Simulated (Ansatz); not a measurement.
A nudged elastic band was laid between two geometries of FH + H5NSi (9 atoms, charge 0, multiplicity 1).

All numbers below come from Ansatz 0.2.0, RKS PBE0-D4/def2-SVP.

```
movable images  : 7
climbing image  : yes
spring          : 5.0 eV/Å²
optimiser       : fire
start path      : through a guess of the saddle point
force threshold : 0.05 eV/Å
iteration limit : 60
end points      : relaxed
```

Image 0:

```xyz
9
Properties=species:S:1:pos:R:3
Si -0.112 0.221 0.100
N 0.078 -0.099 1.829
H -0.783 -0.253 2.351
H 0.648 0.573 2.340
H 1.255 0.344 -0.472
H -0.868 1.483 -0.182
H -0.862 -0.924 -0.480
F 1.376 -2.309 1.268
H 0.930 -1.557 1.645
```

Image 8:

```xyz
9
Properties=species:S:1:pos:R:3
Si 0.365 -0.156 -0.318
N -0.110 -0.344 2.296
H -1.007 -0.708 2.613
H 0.094 0.478 2.864
H 0.736 -0.131 -1.774
H 0.443 1.256 0.144
H -0.993 -0.760 -0.256
F 1.535 -1.114 0.311
H 0.597 -1.042 2.520
```

Problem. Which bonds break or form, and what moves?

Solution. Bonds broken: Si1–N2, F8–H9. Bonds formed: Si1–F8, N2–H9. FH + H5NSi becomes FH3Si + H3N.

Problem. What energy profile does the band end with?

Solution. The run converged. The highest image is number 3 of 0 to 8, 55.9 kJ/mol above the first end and 107.9 kJ/mol above the last; the last end lies 52.0 kJ/mol below the first. Another band between the same ends (7 images) ends at a top of the same energy, where a vibrational analysis finds 1 clearly imaginary mode. The orbitals stay closed-shell, which can raise the energy where a bond breaks towards radicals; this wasn't checked here.

```csv
image,path coordinate (Å),energy (kJ/mol),Si1–N2 (Å),F8–H9 (Å),Si1–F8 (Å)
0,0.00,0.0,1.77,0.95,3.16
1,0.39,3.9,1.78,0.96,2.81
2,0.78,26.8,1.82,1.01,2.41
3,1.18,55.9,1.88,1.23,2.07
4,1.81,11.6,2.01,1.83,1.74
5,2.44,-5.1,2.13,2.15,1.69
6,3.08,-29.4,2.32,2.30,1.66
7,3.73,-49.5,2.53,2.35,1.64
8,4.38,-52.0,2.66,2.40,1.64
```

Problem. What is the geometry of the highest image?

Solution. 
```xyz
9
Properties=species:S:1:pos:R:3:forces:R:3
Si 0.078 -0.090 0.108 0.00 0.00 0.00
N 0.116 -0.182 1.987 0.01 0.00 0.00
H -0.798 -0.232 2.434 0.00 -0.02 0.00
H 0.661 0.552 2.438 -0.01 0.01 -0.01
H 1.376 0.270 -0.518 0.01 0.00 0.01
H -0.699 1.210 -0.016 0.00 0.00 -0.01
H -0.856 -1.063 -0.517 -0.01 0.00 0.00
F 1.088 -1.788 0.741 -0.01 0.00 -0.01
H 0.695 -1.196 1.742 0.00 0.01 0.01
```

Time of the run: 11 min on 1 thread of Arm Neoverse V2, with other jobs on the host, peak memory 0.13 GiB.
